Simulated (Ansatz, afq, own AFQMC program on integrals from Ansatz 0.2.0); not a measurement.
Two steps: Ansatz 0.2.0 writes the Fock matrix and Cholesky factors of the valence space, and afq projects on them the lowest state that overlaps trial and start.

```yaml
crystal:
  periodic: [false, false, false]
  atoms:
    - {symbol: Cl, position_ang: [0.000000, 0.000000, 0.000000]}
basis:
  gaussian: {orbitals: 6-31G}
total_charge: 1
magnetization: {spin_polarized: true, initial_magnetization: 2}
correlation: {method: ccsd_t, electrons: outside_noble_gas, hamiltonian_folder: ham}
```

```sh
$ ansatz run in.yaml --threads 1 --pin off --events-out ev --progress --plain --max-ram 1382MiB
```

afq runs on the folder ham with

```
--method phaseless --trial mp1 --walkers 10 --populations 1 --least-time 40 --time-step 0.005 --steps-per-block 25 --equilibration-blocks 24 --max-blocks 320 --target-error 0.00058 --factor-cut 1e-05 --start determinant --seed 4859 --release-times 0.3,0.6,0.9,1.2 --release-step 0.1 --release-every 8 --taylor-order 4
```

Times are imaginary, in 1/Eh. The walk had a cap of 136 s.

Output of the walk:

```
orbitals 8  electrons 4 2  factors 29 of 59
reference energy -459.00944516 Eh
CCSD correlation -0.01641705 Eh in 7 cycles, weight of the determinant in the CISD state 0.9918
energy of the start -459.022403 Eh
 block  time / (1/Eh)  mean weight  energy / Eh
     1     0.125  0.9989  -459.023517
     2     0.250  1.0015  -459.024312
     3     0.375  0.9987  -459.024661
     4     0.500  0.9984  -459.024846
     5     0.625  0.9993  -459.024536
    10     1.250  1.0009  -459.026986
    49     6.125  1.0001  -459.024491
    89    11.125  1.0002  -459.026008
   129    16.125  1.0003  -459.023773
   169    21.125  0.9997  -459.028594
   209    26.125  1.0002  -459.025535
   249    31.125  0.9979  -459.029543
   289    36.125  1.0014  -459.024348
   305    38.125  0.9992  -459.023732
   329    41.125  0.9995  -459.029093
   337    42.125  0.9989  -459.024336
blocks merged  error / Eh  count
     1  0.000072  320
     2  0.000094  160
     4  0.000120  80
     8  0.000152  40
    16  0.000185  20
    32  0.000180  10
released: time / (1/Eh)  energy / Eh  error  mean overlap
  0.30  -459.026149  0.000255  0.9923
  0.60  -459.026199  0.000232  0.9860
  0.90  -459.026115  0.000186  0.9706
  1.20  -459.026038  0.000223  0.9728
energy -459.025994 +/- 0.000185 Eh
(rows thinned)
```

The run passed its tests (sampling time, drift between the halves within three errors, error under three times the target), which doesn't prove that it has relaxed.

Against this walk (error 5.0 meV) on the same determinant: CCSD(T) 0.8 meV lower (within the noise), CCSDT(Q) 1.6 meV lower (within the noise), CCSDTQ 1.5 meV lower (within the noise), full CI 1.5 meV lower (within the noise), a separate phaseless walk with a CISD trial and standard settings 1.4 ± 5.0 meV lower (within the noise). The error is statistical and leaves out the bias of the constraint. Released to 1.20 1/Eh the energy moves by -1 ± 8 meV (both errors), within twice the noise.

Cautions: constraint bias not in the error; so few walkers bias the energy.

The walk took 3.9 s on 1 thread of Arm Neoverse V1 (shared host). The log's last line is the phaseless energy.

CCSDT and higher add their correlation energy to the determinant of the CCSD(T) run, since their own runs factorise the integrals more tightly (a shift of under 2 meV). A walk keeps the symmetry of its determinant, which the program's search chose and which needn't be the lowest solution, so a lower state of the same spin and another symmetry isn't excluded.
